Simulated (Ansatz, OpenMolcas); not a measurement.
A ladder of methods for BHCl2 (SMILES [H]B(Cl)Cl)

BHCl2 has 4 atoms, charge 0, and is taken as a singlet. As SMILES, `[H]B(Cl)Cl`. The shape is that of a GFN2-xTB optimisation.

```xyz
4

B    -0.0673   -0.1124    0.0012
Cl    1.6334   -0.1458    0.0126
Cl   -0.8935    1.3753   -0.0175
H    -0.6726   -1.1172    0.0037
```

Quantity: the energy change with the B1–Cl2 bond stretched from 1.701 to 3.402 Å, in eV. The values are calculated.

```json
{"level": "BLYP/STO-3G (restricted)", "kind": "GGA", "program": "Ansatz", "value (eV)": "5.14", "less FCI/STO-3G": "+0.28", "CPU time (all runs)": "4.2 s"}
{"level": "PBE/STO-3G (restricted)", "kind": "GGA", "program": "Ansatz", "value (eV)": "5.47", "less FCI/STO-3G": "+0.61", "CPU time (all runs)": "4.3 s"}
{"level": "revPBE/STO-3G (restricted)", "kind": "GGA", "program": "Ansatz", "value (eV)": "5.29", "less FCI/STO-3G": "+0.43", "CPU time (all runs)": "4.3 s"}
{"level": "BHLYP/STO-3G (restricted)", "kind": "global hybrid", "program": "Ansatz", "value (eV)": "6.54", "less FCI/STO-3G": "+1.68", "CPU time (all runs)": "3.7 s"}
{"level": "M06-2X/STO-3G (restricted)", "kind": "hybrid meta-GGA", "program": "OpenMolcas", "value (eV)": "6.49", "less FCI/STO-3G": "+1.63", "CPU time (all runs)": "9.9 s"}
{"level": "HSE06/STO-3G (restricted)", "kind": "range-separated hybrid", "program": "Ansatz", "value (eV)": "6.11", "less FCI/STO-3G": "+1.25", "CPU time (all runs)": "4.8 s"}
{"level": "wB97X/STO-3G (restricted)", "kind": "range-separated hybrid", "program": "Ansatz", "value (eV)": "6.68", "less FCI/STO-3G": "+1.82", "CPU time (all runs)": "16 s"}
{"level": "CASSCF(2,2)/STO-3G", "kind": "multireference", "program": "OpenMolcas", "value (eV)": "4.52", "less FCI/STO-3G": "-0.34", "CPU time (all runs)": "4.2 s"}
{"level": "FCI/STO-3G", "kind": "exact in the basis", "program": "OpenMolcas", "value (eV)": "4.86", "less FCI/STO-3G": "0.00", "CPU time (all runs)": "3.3 min"}
```

FCI/STO-3G is exact within its basis and frozen core, so for wave-function methods in that basis the difference is their error; functionals converge differently with the basis, so for them it is only a difference. The first shape isn't each level's own minimum. The values span 4.52 to 6.68 eV. All rows use very small basis sets, so even the best lies far from the true value. Times are those of the runs behind each value, whatever else they computed, on shared processors of several kinds: orders of magnitude only.
